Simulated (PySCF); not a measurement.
Geometries of 2 isomers of C3H5ClO, from PBE0-D3(BJ)/def2-SVP geometry optimisation, gas phase (PySCF 2.14.0). One conformer each, no zero-point energy, no frequencies.

Question: Which isomer lies lower at this level?
A.
```xyz
10
angstrom
Cl     2.070    0.784    1.078
C      1.208   -0.176   -0.156
C     -0.172    0.370   -0.375
C     -1.312   -0.145    0.379
O     -1.085   -0.529   -0.961
H      1.156   -1.218    0.187
H      1.802   -0.138   -1.079
H     -0.212    1.400   -0.755
H     -2.183    0.500    0.550
H     -1.147   -0.923    1.136
```
B.
```xyz
10
angstrom
C     -1.176   -0.348    0.040
C      0.054    0.535   -0.034
C      1.337   -0.239    0.033
O      1.467   -1.410    0.139
Cl     2.772    0.838   -0.062
H     -2.088    0.264    0.001
H     -1.190   -0.932    0.971
H     -1.204   -1.060   -0.797
H      0.088    1.277    0.782
H      0.089    1.133   -0.960
```

Answer: B. That is `CCC(=O)Cl` (propionyl chloride), 37.2 kcal/mol below the other.

```json
{"SMILES": "CCC(=O)Cl", "atoms numbered as above": "[CH3:1][CH2:2][C:3](=[O:4])[Cl:5]", "E (Eh)": "-652.11216", "relative (kcal/mol)": "0.0", "relative (kJ/mol)": "0.0", "dipole (D)": "2.74"}
{"SMILES": "ClC[C@@H]1CO1", "atoms numbered as above": "[Cl:1][CH2:2][C@@H:3]1[CH2:4][O:5]1", "E (Eh)": "-652.05295", "relative (kcal/mol)": "37.2", "relative (kJ/mol)": "155.5", "dipole (D)": "0.48"}
```

As drawn, the lower has a C=O bond, which the higher lacks; the higher has a three-membered ring, which the lower lacks.
